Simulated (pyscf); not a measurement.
H₂C=C(F)–F + F–C:–F [singlet] → cyclic C₃H₂F₄ (SMILES FC1(F)CC1(F)F), a cycloaddition (singlet surface; none broken, C–C, C–C formed). Structures and frequencies: ωB97X-D3(BJ)/def2-SVP in PySCF. Energies in kJ/mol from the separated reactants.

Small-basis levels: PySCF, no dispersion term, spherical d functions. 

In single points HF/STO-3G puts the saddle at 108.5 kJ/mol and the reaction energy at -214.2 kJ/mol. Should these be trusted to within a few kcal/mol? Compare with ωB97M-D3(BJ)/def2-TZVP.

ωB97M-D3(BJ)/def2-TZVP gives ΔE‡ = 60.9 kJ/mol and ΔE = -159.2 kJ/mol. HF/STO-3G lies 47.6 kJ/mol over it in the barrier and 55.0 kJ/mol under it in the reaction energy, so on this step it does not hold to within 12.6 kJ/mol. ωB97M-D3(BJ)/def2-TZVP has limits of its own. cyclic C₃H₂F₄ (SMILES FC1(F)CC1(F)F) lies 32.4 kJ/mol over its isomer F–CH=C(F)–CH(F)–F (electronic energy, ωB97M-D3(BJ)). This is the saddle that the search found; another between the same sides may lie lower. A restricted solution here is unstable towards spin polarisation, so biradical character is likely and single-reference numbers are less safe.
